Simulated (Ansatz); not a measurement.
TaCuN₂ (R-3m, No. 166; cell taken from a computed entry), treated with r²SCAN (Ansatz, a program for electronic structure, plane waves, PAW).

Run with plane-wave cutoff 560 eV, 12×12×12 k mesh, Fermi–Dirac smearing 0.01 eV, no spin polarisation, scalar-relativistic PAW data made under PBE.

Cell (relaxed with PBEsol):

```cif
data_CuN2Ta
_chemical_formula_sum 'Ta1 Cu1 N2'
_space_group_name_H-M_alt 'P 1'
_space_group_IT_number 1
_cell_length_a 6.05537
_cell_length_b 6.05537
_cell_length_c 6.05537
_cell_angle_alpha 29.873
_cell_angle_beta 29.873
_cell_angle_gamma 29.873
loop_
_space_group_symop_operation_xyz
  'x, y, z'
loop_
_atom_site_label
_atom_site_type_symbol
_atom_site_fract_x
_atom_site_fract_y
_atom_site_fract_z
_atom_site_occupancy
Ta1 Ta 0.50000 0.50000 0.50000 1
Cu1 Cu 0.00000 0.00000 0.00000 1
N1 N 0.10557 0.10557 0.10557 1
N2 N 0.89443 0.89443 0.89443 1
```

Question: What does this level give for the band gap, smallest direct gap on the k points sampled and direct gap at Γ?

Answer: 
- band gap = 0.68 eV
- smallest direct gap on the k points sampled = 0.93 eV
- direct gap at Γ = 2.64 eV

Note: cell and atoms aren't relaxed at this level (largest force component 0.17 eV/Å, pressure 2.8 GPa); this cell isn't known to be the ambient phase, and symmetry holds it in the calculation.

Spin–orbit coupling is not included.

The computed numbers hold no vibrational or temperature effects.

It cost about 60 core-seconds (a rough figure) of CPU time.
